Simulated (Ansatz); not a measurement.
Geometry optimisation, UKS r2SCAN-D4/def2-SVP in Ansatz 0.2.0.

input.yaml

```yaml
crystal:
  periodic: [false, false, false]
  atoms:
    - { symbol: C, position_ang: [-0.9593, 1.1799, -1.3118] }
    - { symbol: C, position_ang: [-0.3024, 0.3492, -0.3885] }
    - { symbol: C, position_ang: [0.2506, -0.3629, 0.3669] }
    - { symbol: C, position_ang: [1.0666, -1.2265, 1.3131] }
    - { symbol: H, position_ang: [-1.555, 0.629, -2.0822] }
    - { symbol: H, position_ang: [-1.725, 1.8765, -0.797] }
    - { symbol: H, position_ang: [-0.42002, 1.36949, -0.02344] }
    - { symbol: H, position_ang: [2.1073, -1.2086, 1.1135] }
    - { symbol: H, position_ang: [0.8363, -0.8953, 2.3913] }
    - { symbol: H, position_ang: [0.6442, -2.2685, 1.251] }
magnetization:
  spin_polarized: true
basis:
  gaussian: { orbitals: def2-SVP }
hamiltonian:
  xc: r2scan
  dispersion: d4
relax:
  f_tol: 0.02
  max_steps: 50
```

Launched with:

```bash
$ ansatz run input.yaml --threads 2 --pin off --max-ram 3072MiB --backend cpu --events-out ev --progress --plain --runs-dir out
```

Where does it end, and by what steps?

The run converged. After 11 steps the energy has fallen by 5.241 eV; H7 moved furthest, 1.41 Å. Parted: C2–H7. Joined: C1–H7.

| step | energy less start (eV) | largest force component (eV/Å) | accepted |
| --- | --- | --- | --- |
| 0 | 0.0000 | 6.866 | yes |
| 1 | -0.9962 | 1.853 | yes |
| 2 | -1.4814 | 2.300 | yes |
| 3 | -1.9392 | 2.581 | yes |
| 4 | -2.6165 | 2.829 | yes |
| 5 | -3.5514 | 2.848 | yes |
| 6 | -4.3900 | 2.370 | yes |
| 7 | -4.8450 | 1.088 | yes |
| 8 | -5.0841 | 0.471 | yes |
| 9 | -5.1979 | 0.455 | yes |
| 10 | -5.2404 | 0.033 | yes |
| 11 | -5.2412 | 0.004 | yes |

```xyz
10
Properties=species:S:1:pos:R:3
C -1.018 1.249 -1.053
C -0.307 0.327 -0.181
C 0.290 -0.443 0.548
C 1.006 -1.361 1.420
H -1.145 0.830 -2.065
H -2.022 1.481 -0.662
H -0.475 2.203 -1.156
H 2.078 -1.404 1.164
H 0.931 -1.054 2.476
H 0.606 -2.385 1.343
```

Time of the run: 50 s on 2 threads of Arm Neoverse V1 (shared host), peak memory 0.23 GiB.
